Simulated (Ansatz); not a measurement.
Cubic perovskite KTaO3, treated with RPBE (plane waves, PAW; Ansatz, a program for electronic structure).

Settings: plane-wave cutoff 520 eV, 8×8×8 k mesh, Fermi–Dirac smearing 0.01 eV, scalar-relativistic PAW data made under PBE.

The cell has the measured lattice: a = b = c = 3.9885 Å, α = β = γ = 90.00°.

Question: Predict the band gap and smallest direct gap on the k points sampled.

Answer: 
* **band gap**: 2.28 eV
* **smallest direct gap on the k points sampled**: 2.88 eV

Measured, for comparison: band gap 3.64 eV (temperature not stated, not corrected to a static lattice, indirect; as tabulated in Himmetoglu and Janotti (2016), arXiv:1601.06205).

Note: cell and atoms aren't relaxed at this level (pressure 9.7 GPa).

Spin–orbit coupling is not included.
